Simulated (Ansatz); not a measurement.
Relaxation of AlFH$_{3}$ (5 atoms, charge 0, multiplicity 2), to a largest force component of 0.03 eV/Å in at most 50 steps.

The calculation used Ansatz 0.2.0, UKS B3LYP/def2-SVP.

```xyz
5
Properties=species:S:1:pos:R:3:forces:R:3
Al 0.000 0.000 -0.106 0.00 0.00 0.18
F 0.000 0.000 1.575 0.00 0.00 -0.45
H 1.408 0.000 -0.817 -0.03 0.00 0.02
H -1.408 0.000 -0.817 0.03 0.00 0.02
H 0.000 0.000 3.705 0.00 0.00 0.23
```

Task: Where does it end, and by what steps?

Result: It converged. After 5 steps the energy has fallen by 0.049 eV; H5 moved furthest, 0.49 Å.

```
step  energy less start (eV)  largest force component (eV/Å)  accepted
   0                  0.0000                           0.448       yes
   1                 -0.0183                           0.306       yes
   2                 -0.0411                           0.389       yes
   3                 -0.0462                           0.244       yes
   4                 -0.0479                           0.068       yes
   5                 -0.0487                           0.003       yes
```

```xyz
5
Properties=species:S:1:pos:R:3
Al 0.000 0.000 -0.225
F 0.000 0.000 1.445
H 1.406 0.000 -0.936
H -1.406 0.000 -0.936
H 0.000 0.000 4.193
```

Whether the end is a true minimum wasn't checked by a vibrational analysis.

The run took 6.8 s on 1 thread of Intel(R) Xeon(R) Platinum 8488C (Sapphire Rapids) (shared host), peak memory 0.13 GiB.
